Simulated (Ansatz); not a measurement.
Geometry optimisation, UKS CAM-B3LYP-D4/STO-3G (Ansatz).

The input (input.yaml):

```yaml
crystal:
  periodic: [false, false, false]
  atoms:
    - { symbol: O, position_ang: [1.0113, -0.74526, 1.26482] }
    - { symbol: C, position_ang: [0.28977, -0.32781, 0.44082] }
    - { symbol: C, position_ang: [-0.14701, 0.48551, -0.44553] }
    - { symbol: F, position_ang: [-1.15406, 0.58756, -1.26011] }
magnetization:
  spin_polarized: true
  initial_magnetization: 1
basis:
  gaussian: { orbitals: STO-3G }
hamiltonian:
  xc: cam_b3lyp
  dispersion: d4
relax:
  f_tol: 0.02
  max_steps: 40
output:
  orbitals: {}
```

Run as:

```bash
$ ansatz run input.yaml --threads 1 --pin off --max-ram 2048MiB --backend cpu --events-out ev --progress --plain --runs-dir out
```

**Question.** Where does it end, and by what steps?

**Answer.** It converged. Limits of this set-up: minimal basis. After 6 steps the energy has fallen by 0.337 eV; C3 moved furthest, 0.09 Å.

```
step  energy less start (eV)  largest force component (eV/Å)  accepted
   0                  0.0000                           5.068       yes
   1                 -0.2993                           0.651       yes
   2                 -0.3094                           0.441       yes
   3                 -0.3286                           0.613       yes
   4                 -0.3352                           0.283       yes
   5                 -0.3365                           0.026       yes
   6                 -0.3365                           0.001       yes
```

```xyz
4
Properties=species:S:1:pos:R:3
O 1.032 -0.776 1.301
C 0.268 -0.347 0.438
C -0.111 0.567 -0.475
F -1.189 0.555 -1.264
```

Whether the end is a true minimum wasn't checked by a vibrational analysis.

Run time: 9.4 s on 1 thread of Arm Neoverse V2, with other jobs on the host, peak memory 0.11 GiB.
